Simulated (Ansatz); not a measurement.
Input for Ansatz (development build ahead of 0.2.0):

```yaml
crystal:
  periodic: [false, false, false]
  atoms:
    - { symbol: C, position_ang: [0.0, 0.0, 0.0] }
    - { symbol: H, position_ang: [0.93, 0.0, -0.56] }
    - { symbol: H, position_ang: [-0.93, 0.0, -0.56] }
    - { symbol: O, position_ang: [0.0, 0.0, 1.3] }
basis:
  gaussian: { orbitals: def2-SVPD }
total_charge: -1
magnetization:
  initial_magnetization: 1
hamiltonian:
  xc: pbe0
output:
  forces: true
```

The input is written out in the form of the current development build from the run's settings.

Output:

```
Converged                       : yes
Total energy                    : -114.25933 hartree
Spin squared of the determinant : 0.750
Stability test                  : minimum among restricted orbitals
```

Forces (eV/Å):
| atom | Fx | Fy | Fz |
| --- | --- | --- | --- |
| C1 | 0.000 | 0.000 | 1.110 |
| H2 | 0.697 | 0.000 | -0.595 |
| H3 | -0.697 | 0.000 | -0.595 |
| O4 | 0.000 | 0.000 | 0.081 |
